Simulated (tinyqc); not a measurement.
A ladder of methods, and size consistency: correlation methods against full CI in the sto-3g basis, for HF, spin multiplicity 1. Computed by the program tinyqc with PySCF. Command: `OMP_NUM_THREADS=1 python tinyqc.py 113504 113505 out.jsonl`; one thread of a shared host (Intel(R) Xeon(R) Processor @ 2.60GHz), about 0.5 s.

Geometry (angstrom):
```
atom       x       y       z
F     0.0000  0.0000  0.0000
H     0.0000  0.0000  1.0920
```

RHF energy of one = -98.554148 hartree

All electrons correlated; +Q is the Davidson correction (1 - c0^2) E_corr. The last columns treat two copies 100 angstrom apart as one system. FCI is the lowest singlet.

Correlation energies (hartree):
```
method   E_corr of one  share of FCI (%)  E_corr of two at 100 angstrom  two minus twice one (mhartree)
MP2          -0.026247           62.4272                      -0.052494                          0.0000
CISD         -0.042044          100.0000                      -0.081505                          2.5829
CISD+Q       -0.043420          103.2732                      -0.086358                          0.4827
CCSD         -0.042044          100.0000                      -0.084088                          0.0000
CCSD(T)      -0.042044          100.0000                      -0.084088                          0.0000
FCI          -0.042044          100.0000                              -                               -
```

MP2 recovers 62 %, CISD 100.0 % and CCSD 100.0 % of the FCI value (c0^2 = 0.967 in CISD). MP2 and coupled cluster are size consistent, so their last column vanishes; CISD loses 2.58 mhartree, since a double excitation on each copy is a quadruple of the pair, and the Davidson correction leaves +0.48. With two electrons, or one virtual orbital, CISD and CCSD are exact for one copy, so +Q overshoots there.
